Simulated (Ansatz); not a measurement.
## Relaxing Co₃C₂

Theory: DFT PBE, scalar-relativistic, plane waves, PAW (Ansatz). Cutoff 420 eV, Γ-centred k mesh, Gaussian smearing, no spin polarisation in the final step.

Co₃C₂ was placed on the A-type sesquioxide structure type (P-3m1, No. 164), with C in place of La, Co in place of O, at a guessed volume.

```
CELL_PARAMETERS angstrom
3.20181 0.00000 0.00000
-1.60091 2.77285 0.00000
0.00000 0.00000 4.98150
ATOMIC_POSITIONS crystal
Co 0.00000 0.00000 0.00000
Co 0.33333 0.66667 0.64500
Co 0.66667 0.33333 0.35500
C 0.33333 0.66667 0.24500
C 0.66667 0.33333 0.75500
```

Cell and atoms relax at zero pressure; the relaxation can't lower the symmetry of the start. After a coarse first stage the cell is made exact in the group found at 0.06 Å.

The zero of energy is the elements' standard structures at the same level; no fitted shifts are applied.

Problem. Describe the relaxed structure.

Solution. It keeps P-3m1 (No. 164). The result has the A-type sesquioxide structure. Conventional cell: a = 3.139 Å, c = 5.023 Å. Around Co on Wyckoff site a (1 atom of the primitive cell) lie 6 C at 2.18 Å and 6 Co at 2.48 Å; Co on Wyckoff site d (2 atoms of the primitive cell) has 3 C at 1.87 Å and 1 C at 2.10 Å; C is coordinated by 3 Co at 1.87 Å and 4 Co at 2.10–2.18 Å.

Space group P-3m1 (No. 164). a = 3.139 Å, b = 3.139 Å, c = 5.023 Å, α = 90.00°, β = 90.00°, γ = 120.00°
| atom | site | symmetry | x | y | z |
| --- | --- | --- | --- | --- | --- |
| Co | 1a | -3m. | 0.0000 | 0.0000 | 0.0000 |
| Co | 2d | 3m. | 0.3333 | 0.6667 | 0.6616 |
| C | 2d | 3m. | 0.3333 | 0.6667 | 0.2428 |

Problem. What are its volume, energy, density and gap?

Solution. The volume per atom is 8.57 Å³, the density is 7.78 g/cm³ and the energy over the elements is 0.28 eV/atom. The gap on the 12×12×8 mesh is 0 eV (a metal).

The final run used a 12×12×8 mesh on its 5-atom cell and 0.10 eV smearing. For metals, differences of a few meV/atom aren't resolved. Symmetry constrained the relaxation, so the result can be a saddle point.

Cost: 3 runs of about 1.1 core-minutes in all, on Intel Xeon Platinum 8488C (Sapphire Rapids) (shared hosts).